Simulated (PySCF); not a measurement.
# ClH₄⁺: a ladder of methods

How much do the numbers for ClH₄⁺ (singlet) hang on the method? All levels run at one geometry, the PBE0 minimum.

The runs use PySCF 2.14.0; several methods, basis Cl def2-TZVP, H def2-TZVP, no relativity, density fitting.

### Step 1. The system as given

5 atoms, charge 1, spin multiplicity 1.

Bond lengths: Cl1–H2 1.363 Å, Cl1–H3 1.363 Å, Cl1–H4 1.363 Å, Cl1–H5 1.363 Å. Angles: H2–Cl1–H3 180.0°, H2–Cl1–H4 90.0°, H2–Cl1–H5 90.0°, H3–Cl1–H4 90.0°, H3–Cl1–H5 90.0°, H4–Cl1–H5 180.0°.

```xyz
5
charge 1 multiplicity 1
Cl    0.0000    0.0000    0.0000
H     0.0000    1.3627    0.0000
H     0.0000   -1.3627    0.0000
H     1.3627    0.0000    0.0000
H    -1.3627    0.0000    0.0000
```

### Step 2. PBE0

One driver script runs all steps and calls PySCF; scf.py shows the equivalent input of each level. Each SCF starts from the density of the minimum. The driver also runs the species with one electron less or more at the same geometry (one less: multiplicity 2, one more: multiplicity 2); their logs are not shown.

scf.py reads:

```python
from pyscf import gto, scf, dft
mol = gto.M(atom='''
Cl    -0.000000    -0.000000    -0.000000
H      0.000000     1.362744    -0.000000
H     -0.000000    -1.362744     0.000000
H      1.362744    -0.000000     0.000000
H     -1.362744     0.000000    -0.000000''',
    basis={'Cl': 'def2-TZVP', 'H': 'def2-TZVP'},
    charge=1, spin=0)
mf = dft.RKS(mol, xc='PBE0')
mf.grids.atom_grid = (99, 590)
aux = {'Cl': 'def2-universal-JKFIT', 'H': 'def2-universal-JKFIT'}
mf = mf.density_fit(auxbasis=aux)
mf.kernel()
```

The program printed:

```text
init E= -461.903651531578
  HOMO = -0.545424673167958  LUMO = -0.338304772134109  gap/eV = 5.63602
cycle= 1 E= -461.903651531625  delta_E= -4.74e-11  |g|= 2.5e-06  |ddm|= 3.38e-05
  HOMO = -0.545424275874183  LUMO = -0.338304355507663  gap/eV = 5.63602
Extra cycle  E= -461.903651531624  delta_E= 7.96e-13  |g|= 2.17e-06  |ddm|= 3.5e-06
converged SCF energy = -461.903651531624
```

This level, with the species of one electron less or more, took 2 s on 4 threads, shared host.

* energy: -461.903652 Eh
* one electron less (charge +2): -461.252216 Eh (doublet, ⟨S²⟩ 0.76)
* one electron more (charge +0): -462.155003 Eh (doublet, ⟨S²⟩ 0.75)
* Mulliken charge of Cl1: +0.05 e

### Step 3. HF

scf.py, as its differences from that of step 2:

```diff
@@ -10,2 +10 @@
-mf = dft.RKS(mol, xc='PBE0')
-mf.grids.atom_grid = (99, 590)
+mf = scf.RHF(mol)
```

The program printed:

```text
init E= -461.247369715748
  HOMO = -0.634065390047542  LUMO = -0.202765267935323  gap/eV = 11.73627
cycle= 1 E= -461.255128148804  delta_E= -0.00776  |g|= 0.0364  |ddm|= 0.12
  HOMO = -0.642362979388654  LUMO = -0.207041294740854  gap/eV = 11.84571
cycle= 2 E= -461.255352528653  delta_E= -0.000224  |g|= 0.00918  |ddm|= 0.0259
  HOMO = -0.640927930211408  LUMO = -0.205197912721417  gap/eV = 11.85682
cycle= 3 E= -461.255371745359  delta_E= -1.92e-05  |g|= 0.00323  |ddm|= 0.00875
  HOMO = -0.641522596548317  LUMO = -0.205445305201394  gap/eV = 11.86627
cycle= 4 E= -461.255373987456  delta_E= -2.24e-06  |g|= 0.000415  |ddm|= 0.00262
  HOMO = -0.641580063202721  LUMO = -0.205419968226966  gap/eV = 11.86852
cycle= 5 E= -461.255374078657  delta_E= -9.12e-08  |g|= 4.72e-05  |ddm|= 0.000766
  HOMO = -0.641572287942495  LUMO = -0.205408740411439  gap/eV = 11.86861
cycle= 6 E= -461.255374079624  delta_E= -9.67e-10  |g|= 5.99e-06  |ddm|= 8.83e-05
  HOMO = -0.641572992499384  LUMO = -0.205409130286725  gap/eV = 11.86862
Extra cycle  E= -461.25537407964  delta_E= -1.61e-11  |g|= 1.82e-06  |ddm|= 1.49e-05
converged SCF energy = -461.25537407964
```

This level, with the species of one electron less or more, took under 0.5 s.

```
energy                        : -461.255374 Eh
one electron less (charge +2) : -460.640146 Eh (doublet, ⟨S²⟩ 0.78)
one electron more (charge +0) : -461.477520 Eh (doublet, ⟨S²⟩ 0.77)
Mulliken charge of Cl1        : +0.10 e
```

### Step 4. PBE

scf.py, as its differences from that of step 3:

```diff
@@ -10 +10,2 @@
-mf = scf.RHF(mol)
+mf = dft.RKS(mol, xc='PBE')
+mf.grids.atom_grid = (99, 590)
```

The program printed:

```text
init E= -461.870405447841
  HOMO = -0.504296018680776  LUMO = -0.37615124302171  gap/eV = 3.48700
cycle= 1 E= -461.871575157702  delta_E= -0.00117  |g|= 0.00425  |ddm|= 0.0641
  HOMO = -0.505271913259858  LUMO = -0.376722388953045  gap/eV = 3.49801
cycle= 2 E= -461.871577380215  delta_E= -2.22e-06  |g|= 0.00125  |ddm|= 0.00531
  HOMO = -0.505201684184808  LUMO = -0.376738308720682  gap/eV = 3.49567
cycle= 3 E= -461.871577484361  delta_E= -1.04e-07  |g|= 0.001  |ddm|= 0.00157
  HOMO = -0.505135533236068  LUMO = -0.376669845493591  gap/eV = 3.49573
cycle= 4 E= -461.871577672505  delta_E= -1.88e-07  |g|= 5.33e-05  |ddm|= 0.00074
  HOMO = -0.505149317848907  LUMO = -0.376679348709235  gap/eV = 3.49585
cycle= 5 E= -461.871577673215  delta_E= -7.1e-10  |g|= 6.02e-06  |ddm|= 5.49e-05
  HOMO = -0.505147571056423  LUMO = -0.376677921812281  gap/eV = 3.49584
Extra cycle  E= -461.871577673213  delta_E= 1.65e-12  |g|= 7.67e-06  |ddm|= 1.17e-05
converged SCF energy = -461.871577673213
```

This level, with the species of one electron less or more, took 3.6 s.

```
energy                        : -461.871578 Eh
one electron less (charge +2) : -461.218957 Eh (doublet, ⟨S²⟩ 0.76)
one electron more (charge +0) : -462.125683 Eh (doublet, ⟨S²⟩ 0.75)
Mulliken charge of Cl1        : +0.06 e
```

### Step 5. r2SCAN

scf.py, as its differences from that of step 4:

```diff
@@ -10 +10 @@
-mf = dft.RKS(mol, xc='PBE')
+mf = dft.RKS(mol, xc='R2SCAN')
```

The program printed:

```text
init E= -462.02506611264
  HOMO = -0.511973156355833  LUMO = -0.368988533829356  gap/eV = 3.89081
cycle= 1 E= -462.025488179952  delta_E= -0.000422  |g|= 0.00906  |ddm|= 0.0624
  HOMO = -0.512488868861286  LUMO = -0.369550507187196  gap/eV = 3.88955
cycle= 2 E= -462.025487173453  delta_E= 1.01e-06  |g|= 0.00899  |ddm|= 0.0147
  HOMO = -0.511735637928595  LUMO = -0.36873440066697  gap/eV = 3.89126
cycle= 3 E= -462.025505897136  delta_E= -1.87e-05  |g|= 0.00121  |ddm|= 0.00734
  HOMO = -0.511737724294147  LUMO = -0.368742649875209  gap/eV = 3.89109
cycle= 4 E= -462.025505986226  delta_E= -8.91e-08  |g|= 3.3e-05  |ddm|= 0.00046
  HOMO = -0.511730556807866  LUMO = -0.368734126780133  gap/eV = 3.89113
cycle= 5 E= -462.025505986458  delta_E= -2.33e-10  |g|= 1.21e-06  |ddm|= 7.87e-05
  HOMO = -0.511730020148537  LUMO = -0.368733621190799  gap/eV = 3.89113
Extra cycle  E= -462.02550598646  delta_E= -1.19e-12  |g|= 1.85e-07  |ddm|= 3.13e-06
converged SCF energy = -462.02550598646
```

This level, with the species of one electron less or more, took 6.4 s.

```
energy                        : -462.025506 Eh
one electron less (charge +2) : -461.376386 Eh (doublet, ⟨S²⟩ 0.76)
one electron more (charge +0) : -462.279944 Eh (doublet, ⟨S²⟩ 0.75)
Mulliken charge of Cl1        : +0.11 e
```

### Step 6. B3LYP

scf.py, as its differences from that of step 5:

```diff
@@ -10 +10 @@
-mf = dft.RKS(mol, xc='R2SCAN')
+mf = dft.RKS(mol, xc='B3LYP')
```

The program printed:

```text
init E= -462.076369849963
  HOMO = -0.540121240591418  LUMO = -0.35125334197485  gap/eV = 5.13936
cycle= 1 E= -462.077242365678  delta_E= -0.000873  |g|= 0.00695  |ddm|= 0.0851
  HOMO = -0.541858540373962  LUMO = -0.35273252890196  gap/eV = 5.14638
cycle= 2 E= -462.07724503397  delta_E= -2.67e-06  |g|= 0.00193  |ddm|= 0.0037
  HOMO = -0.5415920120404  LUMO = -0.352499526902847  gap/eV = 5.14547
cycle= 3 E= -462.077245368323  delta_E= -3.34e-07  |g|= 0.000811  |ddm|= 0.0017
  HOMO = -0.541666207325953  LUMO = -0.352574491710531  gap/eV = 5.14545
cycle= 4 E= -462.077245494189  delta_E= -1.26e-07  |g|= 0.000154  |ddm|= 0.000708
  HOMO = -0.54165340547954  LUMO = -0.352562311568473  gap/eV = 5.14543
cycle= 5 E= -462.077245498756  delta_E= -4.57e-09  |g|= 2.82e-06  |ddm|= 0.000115
  HOMO = -0.54165407531222  LUMO = -0.352562892140753  gap/eV = 5.14543
cycle= 6 E= -462.077245498757  delta_E= -7.96e-13  |g|= 9.07e-08  |ddm|= 2.81e-06
  HOMO = -0.541654026748969  LUMO = -0.352562855788914  gap/eV = 5.14543
Extra cycle  E= -462.077245498758  delta_E= -5.68e-13  |g|= 7.18e-08  |ddm|= 1.38e-07
converged SCF energy = -462.077245498758
```

This level, with the species of one electron less or more, took 3.7 s on 4 threads, shared host.

```
energy                        : -462.077245 Eh
one electron less (charge +2) : -461.421551 Eh (doublet, ⟨S²⟩ 0.76)
one electron more (charge +0) : -462.334252 Eh (doublet, ⟨S²⟩ 0.75)
Mulliken charge of Cl1        : +0.09 e
```

### Step 7. TPSSh

scf.py, as its differences from that of step 6:

```diff
@@ -10 +10 @@
-mf = dft.RKS(mol, xc='B3LYP')
+mf = dft.RKS(mol, xc='TPSSH')
```

The program printed:

```text
init E= -462.07915502384
  HOMO = -0.527845044704907  LUMO = -0.357842270142047  gap/eV = 4.62601
cycle= 1 E= -462.079542794237  delta_E= -0.000388  |g|= 0.00728  |ddm|= 0.0451
  HOMO = -0.527431877093569  LUMO = -0.357617930256271  gap/eV = 4.62087
cycle= 2 E= -462.079542339768  delta_E= 4.54e-07  |g|= 0.00708  |ddm|= 0.00981
  HOMO = -0.526943044407908  LUMO = -0.357091245717331  gap/eV = 4.62190
cycle= 3 E= -462.079551532624  delta_E= -9.19e-06  |g|= 0.000274  |ddm|= 0.00512
  HOMO = -0.527000782699471  LUMO = -0.357137099870382  gap/eV = 4.62223
cycle= 4 E= -462.079551548967  delta_E= -1.63e-08  |g|= 2.54e-05  |ddm|= 0.000258
  HOMO = -0.526994806125824  LUMO = -0.357132349577572  gap/eV = 4.62219
cycle= 5 E= -462.079551549127  delta_E= -1.6e-10  |g|= 2.1e-06  |ddm|= 2.36e-05
  HOMO = -0.52699489168635  LUMO = -0.357132505826343  gap/eV = 4.62219
Extra cycle  E= -462.079551549129  delta_E= -1.99e-12  |g|= 2.23e-06  |ddm|= 3.32e-06
converged SCF energy = -462.079551549129
```

This level, with the species of one electron less or more, took 6.1 s.

```
energy                        : -462.079552 Eh
one electron less (charge +2) : -461.427428 Eh (doublet, ⟨S²⟩ 0.76)
one electron more (charge +0) : -462.331905 Eh (doublet, ⟨S²⟩ 0.75)
Mulliken charge of Cl1        : +0.08 e
```

### Step 8. wB97X

scf.py, as its differences from that of step 7:

```diff
@@ -10 +10 @@
-mf = dft.RKS(mol, xc='TPSSH')
+mf = dft.RKS(mol, xc='WB97X')
```

The program printed:

```text
init E= -462.049481875466
  HOMO = -0.63027087522239  LUMO = -0.251326775461695  gap/eV = 10.31159
cycle= 1 E= -462.049890778486  delta_E= -0.000409  |g|= 0.00597  |ddm|= 0.0475
  HOMO = -0.629808476178106  LUMO = -0.250480673650898  gap/eV = 10.32204
cycle= 2 E= -462.049909131279  delta_E= -1.84e-05  |g|= 0.00148  |ddm|= 0.0103
  HOMO = -0.629793437546407  LUMO = -0.25033665395247  gap/eV = 10.32555
cycle= 3 E= -462.049910254625  delta_E= -1.12e-06  |g|= 0.000443  |ddm|= 0.00315
  HOMO = -0.629743891695021  LUMO = -0.250277928465952  gap/eV = 10.32579
cycle= 4 E= -462.049910281987  delta_E= -2.74e-08  |g|= 6.54e-05  |ddm|= 0.000348
  HOMO = -0.629746034322153  LUMO = -0.250279054997321  gap/eV = 10.32582
cycle= 5 E= -462.049910283126  delta_E= -1.14e-09  |g|= 1.1e-05  |ddm|= 0.000109
  HOMO = -0.629743852738368  LUMO = -0.25027679526622  gap/eV = 10.32582
cycle= 6 E= -462.049910283153  delta_E= -2.73e-11  |g|= 9.91e-07  |ddm|= 1.43e-05
  HOMO = -0.629743935881788  LUMO = -0.250276864927201  gap/eV = 10.32582
Extra cycle  E= -462.049910283154  delta_E= -1.31e-12  |g|= 5.2e-07  |ddm|= 2.46e-06
converged SCF energy = -462.049910283154
```

This level, with the species of one electron less or more, took 3.8 s.

| Property | Result |
| --- | --- |
| energy | -462.049910 Eh |
| one electron less (charge +2) | -461.396333 Eh (doublet, ⟨S²⟩ 0.76) |
| one electron more (charge +0) | -462.291033 Eh (doublet, ⟨S²⟩ 0.75) |
| Mulliken charge of Cl1 | +0.09 e |

### Step 9. MN15

scf.py, as its differences from that of step 8:

```diff
@@ -10 +10 @@
-mf = dft.RKS(mol, xc='WB97X')
+mf = dft.RKS(mol, xc='MN15')
```

The program printed:

```text
init E= -461.926484385724
  HOMO = -0.567353049349592  LUMO = -0.308514243576887  gap/eV = 7.04336
cycle= 1 E= -461.94569797318  delta_E= -0.0192  |g|= 0.0516  |ddm|= 0.207
  HOMO = -0.563149697538659  LUMO = -0.303791967269856  gap/eV = 7.05748
cycle= 2 E= -461.945773600462  delta_E= -7.56e-05  |g|= 0.0345  |ddm|= 0.0503
  HOMO = -0.565672005210679  LUMO = -0.30651061651238  gap/eV = 7.05214
cycle= 3 E= -461.945912234333  delta_E= -0.000139  |g|= 0.00371  |ddm|= 0.0209
  HOMO = -0.565341000163311  LUMO = -0.306138305490837  gap/eV = 7.05326
cycle= 4 E= -461.945914984474  delta_E= -2.75e-06  |g|= 0.00049  |ddm|= 0.00363
  HOMO = -0.565406895912485  LUMO = -0.30620298946565  gap/eV = 7.05330
cycle= 5 E= -461.945915045421  delta_E= -6.09e-08  |g|= 2.22e-05  |ddm|= 0.000401
  HOMO = -0.565404342147868  LUMO = -0.306200975770903  gap/eV = 7.05328
cycle= 6 E= -461.945915045625  delta_E= -2.04e-10  |g|= 1.22e-06  |ddm|= 4.95e-05
  HOMO = -0.565404701526099  LUMO = -0.306201307158368  gap/eV = 7.05328
Extra cycle  E= -461.945915045625  delta_E= 1.71e-13  |g|= 3.18e-07  |ddm|= 3.37e-06
converged SCF energy = -461.945915045625
```

This level, with the species of one electron less or more, took 6.1 s.

```
energy                        : -461.945915 Eh
one electron less (charge +2) : -461.294784 Eh (doublet, ⟨S²⟩ 0.76)
one electron more (charge +0) : -462.187412 Eh (doublet, ⟨S²⟩ 0.75)
Mulliken charge of Cl1        : +0.06 e
```

### Step 10. Comparison of the levels

| level | vertical ionisation energy (eV) | vertical electron affinity (eV) | −ε(HOMO) (eV) | gap (eV) | wall time |
| --- | --- | --- | --- | --- | --- |
| PBE0 | 17.73 | 6.84 | 14.84 | 5.64 | 2 s |
| HF | 16.74 | 6.04 | 17.46 | 11.87 | under 0.5 s |
| PBE | 17.76 | 6.91 | 13.75 | 3.50 | 3.6 s |
| r2SCAN | 17.66 | 6.92 | 13.92 | 3.89 | 6.4 s |
| B3LYP | 17.84 | 6.99 | 14.74 | 5.15 | 3.7 s |
| TPSSh | 17.75 | 6.87 | 14.34 | 4.62 | 6.1 s |
| wB97X | 17.78 | 6.56 | 17.14 | 10.33 | 3.8 s |
| MN15 | 17.72 | 6.57 | 15.39 | 7.05 | 6.1 s |

Times are for 4 threads, shared host; PBE0 starts from its own converged density, so its time is not comparable. A dash stands where a species or a free atom was not run at that level, or the quantity is not defined.

### Step 11. What came out

```
                         quantity                           value
vertical ionisation energy, range  16.74 (HF) to 17.84 (B3LYP) eV
vertical electron affinity, range    6.04 (HF) to 6.99 (B3LYP) eV
               orbital gap, range     3.50 (PBE) to 11.87 (HF) eV
```

**Reading.** The vertical ionisation energy spreads over 1.10 eV, from HF to B3LYP; without a CCSD(T) value for it there is no yardstick here.
